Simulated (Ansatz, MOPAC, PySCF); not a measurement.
Gas-phase reaction in SMILES: [B]O (HBO) + 2 [H][H] (H2) → B (BH3) + O (H2O)

Quantity: energy of full hydrogenation (enthalpy at 298 K), in kcal/mol. Conventions: no dispersion term unless named; 6-311+G** with 5d; non-relativistic; six Cartesian d functions in 6-31G* and its kin unless marked 5d; LANL2DZ all-electron up to Ne; frozen cores in correlated levels; no spin-orbit coupling. CBS marks a two-point X^-3 extrapolation of the correlation energy; Hartree-Fock from the larger set (for Q and 5 zeta extrapolated as (X+1)exp(-9√X)). Ab initio and DFT rows: single points at B3LYP-D3(BJ) geometries (Ansatz, a quantum-chemistry and plane-wave program), with unscaled harmonic terms from B3LYP/6-31G* (Ansatz) at its own minima. Semi-empirical rows: MOPAC heats of formation at their own minima for 298 K.

Coupled cluster (Ansatz) is a level with limits of its own, used here on species with T1 under 0.025 (0.045 for open shells) and stable references: CCSD(T)/CBS(cc-pVQZ,cc-pV5Z).

Value to compare with, CCSD(T)/CBS(cc-pVQZ,cc-pV5Z) (Ansatz): -22.1 kcal/mol.

```tsv
level	program	energy of full hydrogenation (enthalpy at 298 K) (kcal/mol)	difference
AM1	MOPAC	13.6	35.7
PM3	MOPAC	66.6	88.7
MNDO	MOPAC	0.3	22.4
PBE/def2-SVP	Ansatz	-18.6	3.5
BP86/6-31G* (5d)	PySCF	-19.0	3.1
B3LYP/6-31G*	Ansatz	-22.0	0.1
B3LYP/cc-pVDZ	Ansatz	-19.0	3.1
MP2/LANL2DZ	Ansatz	-18.9	3.2
MP2/6-311+G**	Ansatz	-24.0	-1.9
PBE/def2-TZVPD	Ansatz	-24.0	-1.9
M06-2X/def2-TZVPD	PySCF	-21.9	0.2
```

Among the 9 habitual levels, PM3 lies farthest from CCSD(T)/CBS(cc-pVQZ,cc-pV5Z) (Ansatz) (88.7 kcal/mol) and B3LYP/6-31G* nearest (0.1); 8 of 9 lie above it, and their mean absolute difference is 18.0 kcal/mol, the median 3.2. One case shows no general order.

The levels are drawn from those run, B3LYP/6-31G* more often than the rest, none by its result; left out are runs that failed, that the program found above a lower state of the same kind, or whose <S^2> lies over 0.5 above the pure value.
